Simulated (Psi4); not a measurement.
# CH3FSi (SMILES C[Si]F): a chain of runs, part 2 of 3

Psi4 1.11. The steps go on from the part before.

## (3) A geometry optimisation at PBE0-D4/def2-TZVP (density fitting) (run 2)

Input file job.py:

```python
import psi4

psi4.set_memory('3300 MB')
psi4.set_num_threads(2)
psi4.set_output_file('ch3fsi.out', False)

mol = psi4.geometry("""
0 1
C     -0.292684     0.397192    -0.150274
Si     0.503767    -0.581342     1.284512
F      1.430431    -1.618052     0.376582
H     -0.967348     1.204385     0.201238
H      0.495175     0.842110    -0.799363
H     -0.875259    -0.296308    -0.798770
symmetry c1
""")

psi4.set_options({
    'basis': 'def2-TZVP',
    'reference': 'rks',
    'scf_type': 'df',
    'geom_maxiter': 50,
    'max_force_g_convergence': 0.0002,
})

e = psi4.optimize("PBE0-D4")
print('E =', round(e, 9))
print(mol.to_string(dtype='xyz', units='Angstrom'))
```

On the command line:

```sh
$ python job.py
```

ch3fsi.out:

```text
Psi4 1.11 release

gradient() will perform analytic gradient computation.

   => Loading Basis Set <=

    Name: DEF2-TZVP
    Role: ORBITAL
    Keyword: BASIS

   => PBE0-D4(BJ,EEQ)ATM: Empirical Dispersion <=

        a1 =       0.400856
        a2 =       5.029288
       alp =      16.000000
        s6 =       1.000000
        s8 =       1.200655
        s9 =       1.000000
        ga =       3.000000
        gc =       2.000000
        wf =       6.000000

         ---------------------------------------------------------
                                   SCF
                              RKS Reference
                        2 Threads,   3147 MiB Core
         ---------------------------------------------------------

  ==> Geometry <==

    Molecular point group: c1
    Full point group: C1

    Geometry (in Angstrom), charge = 0, multiplicity = 1:

       Center              X                  Y                   Z               Mass
    ------------   -----------------  -----------------  -----------------  -----------------
         C           -0.879785212775     1.050017171784    -0.793512864052    12.000000000000
         SI          -0.083334212775     0.071483171784     0.641273135948    27.976926534650
         F            0.843329787225    -0.965226828216    -0.266656864052    18.998403162730
         H           -1.554449212775     1.857210171784    -0.442000864052     1.007825032230
         H           -0.091926212775     1.494935171784    -1.442601864052     1.007825032230
         H           -1.462360212775     0.356517171784    -1.442008864052     1.007825032230

  Running in c1 symmetry.

  Rotational constants: A =      0.69338  B =      0.25307  C =      0.19216 [cm^-1]
  Rotational constants: A =  20787.03301  B =   7586.87718  C =   5760.88693 [MHz]
  Nuclear repulsion =   96.790200975836015

  Charge       = 0
  Multiplicity = 1
  Electrons    = 32
  Nalpha       = 16
  Nbeta        = 16

  ==> Algorithm <==

  SCF Algorithm Type is DF.
  DIIS enabled.
  MOM disabled.
  Fractional occupation disabled.
  Guess Type is SAD.
  Energy threshold   = 1.00e-08
  Density threshold  = 1.00e-08
  Integral threshold = 1.00e-12

  ==> Primary Basis <==

  Basis Set: DEF2-TZVP
    Blend: DEF2-TZVP
    Number of shells: 47
    Number of basis functions: 117
    Number of Cartesian functions: 132
    Spherical Harmonics?: true
    Max angular momentum: 3

  ==> DFT Potential <==

   => LibXC <=

    Version 7.1.2

   => Composite Functional: PBE0-D4BJEEQATM <=

    PBE0-d4bjeeqatm Hyb-GGA Exchange-Correlation Functional

    Deriv               =              1
    GGA                 =           TRUE
    Meta                =          FALSE

    Exchange Hybrid     =           TRUE
    MP2 Hybrid          =          FALSE

   => Exchange Functionals <=

    0.7500   Perdew, Burke & Ernzerhof

   => Exact (HF) Exchange <=

    0.2500               HF

   => Correlation Functionals <=

    1.0000   Perdew, Burke & Ernzerhof

   => LibXC Density Thresholds  <==

    XC_HYB_GGA_XC_PBEH:  1.00E-15

   => Molecular Quadrature <=

    Radial Scheme          =       TREUTLER
    Pruning Scheme         =           NONE
    Nuclear Scheme         =       TREUTLER

    Blocking Scheme        =         OCTREE
    BS radius alpha        =              1
    Pruning alpha          =              1
    Radial Points          =             75
    Spherical Points       =            302
    Total Points           =         130482
    Total Blocks           =           1033
    Max Points             =            256
    Max Functions          =            115
    Weights Tolerance      =       1.00E-15

   => Loading Basis Set <=

    Name: (DEF2-TZVP AUX)
    Role: JKFIT
    Keyword: DF_BASIS_SCF

  ==> Integral Setup <==

  DFHelper Memory: AOs need 0.037 GiB; user supplied 1.955 GiB.
  SCF_SUBTYPE=INCORE selected. In-core MEM_DF algorithm will be used.
  Using in-core AOs.

  ==> MemDFJK: Density-Fitted J/K Matrices <==

    J tasked:                   Yes
    K tasked:                   Yes
    wK tasked:                   No
    Memory [MiB]:              2001
    Algorithm:                 Core
    Schwarz Cutoff:           1E-12
    Mask sparsity (%):       1.0519
    Fitting Condition:        1E-10

   => Auxiliary Basis Set <=

  Basis Set: (DEF2-TZVP AUX)
    Blend: DEF2-UNIVERSAL-JKFIT
    Number of shells: 106
    Number of basis functions: 334
    Number of Cartesian functions: 397
    Spherical Harmonics?: true
    Max angular momentum: 4

  Cached 100.0% of DFT collocation blocks in 0.351 [GiB].

  Minimum eigenvalue in the overlap matrix is 1.4343625424E-03.
  Reciprocal condition number of the overlap matrix is 2.1082089922E-04.
    Using symmetric orthogonalization.

  ==> Pre-Iterations <==

  SCF Guess: Superposition of Atomic Densities via on-the-fly atomic UHF (no occupation information).

   -------------------------
    Irrep   Nso     Nmo
   -------------------------
     A        117     117
   -------------------------
    Total     117     117
   -------------------------

  ==> Iterations <==

                           Total Energy        Delta E     RMS |[F,P]|

[... 1 line left out ...]
   @DF-RKS iter   1:  -428.78098509766863   -4.28116e-01   6.93425e-03 ADIIS/DIIS
[... 2 lines left out ...]
   @DF-RKS iter   4:  -429.06381346759247   -3.67479e-03   5.93147e-04 ADIIS/DIIS
[... 2 lines left out ...]
   @DF-RKS iter   7:  -429.06564885469578   -6.53663e-07   2.63813e-06 DIIS
[... 2 lines left out ...]
   @DF-RKS iter  10:  -429.06564890903786   -1.85878e-11   1.15843e-08 DIIS
[... 28 lines left out ...]
    Final Occupation by Irrep:
[... 10 lines left out ...]
    One-Electron Energy =                -786.3781371342230386
[... 2 lines left out ...]
    Empirical Dispersion Energy =          -0.0026205359832885
[... 16 lines left out ...]
 Dipole X            :          3.2868059           -3.7117203           -0.4249144
[... 76 lines left out ...]
    Weights Tolerance      =       1.00E-15
[... 56 lines left out ...]
	   Step    Total Energy     Delta E     Max Force     RMS Force      Max Disp      RMS Disp   ~
[... 142 lines left out ...]
                           Total Energy        Delta E     RMS |[F,P]|
[... 3 lines left out ...]
   @DF-RKS iter   2:  -429.06693086408393    3.87135e-05   1.75871e-04 ADIIS/DIIS
[... 2 lines left out ...]
   @DF-RKS iter   5:  -429.06707778115026   -4.29482e-07   1.81586e-06 DIIS
[... 2 lines left out ...]
   @DF-RKS iter   8:  -429.06707780413058   -1.62572e-11   6.06302e-09 DIIS
[... 13 lines left out ...]
  @DF-RKS Final Energy:  -429.06707780413058
[... 5 lines left out ...]
    Two-Electron Energy =                 290.4794146439373890
[... 2 lines left out ...]
    VV10 Nonlocal Energy =                  0.0000000000000000
[... 16 lines left out ...]
 Dipole Y            :         -3.8438691            4.3135217            0.4696526
[... 94 lines left out ...]
	                                 ==> Convergence Check <==
[... 8 lines left out ...]
	  Convergence Criteria              o    2.00e-04 *             o             o             o
[... 100 lines left out ...]
   @DF-RKS iter   0:  -429.07249130614952   -4.29072e+02   2.82997e-04
[... 2 lines left out ...]
   @DF-RKS iter   3:  -429.06718113394834   -4.71429e-05   7.45857e-06 DIIS
[... 2 lines left out ...]
   @DF-RKS iter   6:  -429.06718150930686   -2.50168e-09   1.78475e-07 DIIS
[... 2 lines left out ...]
  Energy and wave function converged.
[... 16 lines left out ...]
    Nuclear Repulsion Energy =             98.6518124670904086
[... 2 lines left out ...]
    DFT Exchange-Correlation Energy =     -28.5058051244114132
[... 2 lines left out ...]
    Total Energy =                       -429.0671815095664670
[... 16 lines left out ...]
 Dipole Z            :          2.6199944           -2.8039482           -0.1839538
[... 95 lines left out ...]
	Measures of convergence in internal coordinates in au.
[... 79 lines left out ...]
    Weights Tolerance      =       1.00E-15
[... 22 lines left out ...]
   @DF-RKS iter   1:  -429.06718504217787   -2.50018e-04   9.67831e-06 DIIS
[... 2 lines left out ...]
   @DF-RKS iter   4:  -429.06718575388624   -1.17577e-08   5.89614e-07 DIIS
[... 2 lines left out ...]
   @DF-RKS iter   7:  -429.06718575588621   -1.65983e-11   1.01344e-08 DIIS
[... 28 lines left out ...]
    Final Occupation by Irrep:
[... 4 lines left out ...]

  @DF-RKS Final Energy:  -429.06718575588746

   => Energetics <=

    Nuclear Repulsion Energy =             98.6432388087906418
    One-Electron Energy =                -790.0284318134011983
    Two-Electron Energy =                 290.8257991425058435
    DFT Exchange-Correlation Energy =     -28.5051610511587903
    Empirical Dispersion Energy =          -0.0026308426239780
    VV10 Nonlocal Energy =                  0.0000000000000000
    Total Energy =                       -429.0671857558874649

Computation Completed

Properties will be evaluated at   0.000000,   0.000000,   0.000000 [a0]

Properties computed using the SCF density matrix

 Multipole Moments:

 ------------------------------------------------------------------------------------
     Multipole            Electronic (a.u.)      Nuclear  (a.u.)        Total (a.u.)
 ------------------------------------------------------------------------------------

 L = 1.  Multiply by 2.5417464519 to convert [e a0] to [Debye]
 Dipole X            :          3.2606739           -3.6443546           -0.3836807
 Dipole Y            :         -3.8653566            4.3182255            0.4528689
 Dipole Z            :          2.6234595           -2.8075160           -0.1840565
 Magnitude           :                                                    0.6214321

 ------------------------------------------------------------------------------------

	total time  =         18 seconds =       0.30 minutes

         ------------------------------------------------------------
                                   SCF GRAD
         ------------------------------------------------------------

  ==> Geometry <==

    Molecular point group: c1
    Full point group: C1

    Geometry (in Angstrom), charge = 0, multiplicity = 1:

       Center              X                  Y                   Z               Mass
    ------------   -----------------  -----------------  -----------------  -----------------
         C           -0.867364990315     1.034300409301    -0.783345478279    12.000000000000
         SI          -0.073792272844     0.069958451913     0.629379896282    27.976926534650
         F            0.818935371422    -0.949878180579    -0.258587816841    18.998403162730
         H           -1.533675939115     1.825686528283    -0.433223984623     1.007825032230
         H           -0.089382228312     1.476833069671    -1.417193806994     1.007825032230
         H           -1.438587824545     0.346269756620    -1.419211041380     1.007825032230

  Nuclear repulsion =   98.643238808790642

   => Molecular Quadrature <=

    Radial Scheme          =       TREUTLER
    Pruning Scheme         =           NONE
    Nuclear Scheme         =       TREUTLER

    Blocking Scheme        =         OCTREE
    BS radius alpha        =              1
    Pruning alpha          =              1
    Radial Points          =             75
    Spherical Points       =            302
    Total Points           =         130413
    Total Blocks           =           1025
    Max Points             =            256
    Max Functions          =            115
    Weights Tolerance      =       1.00E-15

  -Total Gradient:
     Atom            X                  Y                   Z
    ------   -----------------  -----------------  -----------------
       1        0.000118084798     0.000052556042     0.000094397824
       2       -0.000116339866     0.000072200142    -0.000006518316
       3        0.000030359477    -0.000029212628     0.000024184704
       4       -0.000008946029    -0.000027599276    -0.000035621528
       5       -0.000009757945    -0.000028290751     0.000014299806
       6       -0.000002695986    -0.000054904453     0.000041814432

	total time  =          4 seconds =       0.07 minutes

    			-----------------------------------------

    			 OPTKING 3.0: for geometry optimizations

    			        with contributions from

    			-----------------------------------------

	                            ===> Fragment 1 <==

	 Z (Atomic Numbers)          Masses                          Geom
	       6.000000            12.000000         -1.63908228  1.95454451 -1.48030842
	      14.000000            27.976927         -0.13944719  0.13220231  1.18935563
	       9.000000            18.998403          1.54756357 -1.79500961 -0.48866015
	       1.000000             1.007825         -2.89822749  3.45004753 -0.81867468
	       1.000000             1.007825         -0.16890793  2.79081003 -2.67810816
	       1.000000             1.007825         -2.71853700  0.65435501 -2.68192018

	 - Coordinate -           - BOHR/RAD -       - ANG/DEG -
	 R(1,2)           =         3.563277           1.885605
	 R(1,4)           =         2.063913           1.092176
	 R(1,5)           =         2.072553           1.096748
[... 11 lines of this table left out ...]
	 D(3,2,1,6)       =         1.039325          59.548959

	        --- Internal Coordinate Step in ANG or DEG, aJ/ANG or AJ/DEG ---
	-------------------------------------------------------------------------------
	           Coordinate      Previous         Force          Change          New
	           ----------      --------        ------          ------        ------
	               R(1,2)       1.88560        0.00086        0.00035       1.88595
	               R(1,4)       1.09218        0.00019        0.00004       1.09222
	               R(1,5)       1.09675        0.00017        0.00006       1.09680
[... 11 lines of this table left out ...]
	           D(3,2,1,6)      59.54896       -0.00000       -0.14837      59.40059
	-------------------------------------------------------------------------------

	                                 ==> Convergence Check <==

	Measures of convergence in internal coordinates in au.

	Criteria marked as inactive (o), active & met (*), and active & unmet ( ).

	----------------------------------------------------------------------------------------------
	   Step    Total Energy     Delta E     Max Force     RMS Force      Max Disp      RMS Disp
	----------------------------------------------------------------------------------------------
	  Convergence Criteria              o    2.00e-04 *             o             o             o
	----------------------------------------------------------------------------------------------
	     4    -429.06718576   -4.25e-06 o    1.04e-04 *    4.44e-05 o    2.70e-03 o    1.13e-03 o  ~
	----------------------------------------------------------------------------------------------

Next Geometry in Ang
	Fragment 1 (Ang)

	    C  -0.8674467980   1.0342746700  -0.7834850243
	   Si  -0.0726148967   0.0706478145   0.6294863233
	    F   0.8180753081  -0.9508890270  -0.2582582652
	    H  -1.5341100197   1.8252836891  -0.4330469423
	    H  -0.0896618811   1.4776427147  -1.4170896715
	    H  -1.4381095963   0.3462101740  -1.4197886517

    Final optimized geometry and variables:
    Molecular point group: c1
    Full point group: C1

    Geometry (in Angstrom), charge = 0, multiplicity = 1:

    C           -0.867364990315     1.034300409301    -0.783345478279
    SI          -0.073792272844     0.069958451913     0.629379896282
    F            0.818935371422    -0.949878180579    -0.258587816841
    H           -1.533675939115     1.825686528283    -0.433223984623
    H           -0.089382228312     1.476833069671    -1.417193806994
    H           -1.438587824545     0.346269756620    -1.419211041380

[set-up sections that repeat, and orbital energies of the middle runs, are left out above]
```

On the terminal:

```text
Optimizer: Optimization complete!
E = -429.067185756
6
0 1 CFH3Si
C                    -0.867364990315     1.034300409301    -0.783345478279
Si                   -0.073792272844     0.069958451913     0.629379896282
F                     0.818935371422    -0.949878180579    -0.258587816841
H                    -1.533675939115     1.825686528283    -0.433223984623
H                    -0.089382228312     1.476833069671    -1.417193806994
H                    -1.438587824545     0.346269756620    -1.419211041380
```

It took 1.9 min on 2 threads of AMD EPYC (Zen 3), shared host; peak memory 0.74 GiB.

The path in brief:

| step | energy from the first frame kept (eV) | largest force (eV/Å) |
| --- | --- | --- |
| 0 | 0.0000 | 1.0721 |
| 1 | -0.0389 | 0.4114 |
| 2 | -0.0417 | 0.0554 |
| 3 | -0.0418 | 0.0082 |

After the run. Bond lengths: C1–Si2 1.886 Å, Si2–F3 1.620 Å, C1–H4 1.092 Å, C1–H5 1.097 Å, C1–H6 1.097 Å. Angles: C1–Si2–F3 98.2°, Si2–C1–H4 112.8°, Si2–C1–H5 109.9°, Si2–C1–H6 109.4°, H4–C1–H5 109.0°, H4–C1–H6 108.8°, H5–C1–H6 106.7°.

Runs 3 to 8 aren't shown in full; the table further down has their settings and results.

(Continued in part 3 of 3.)
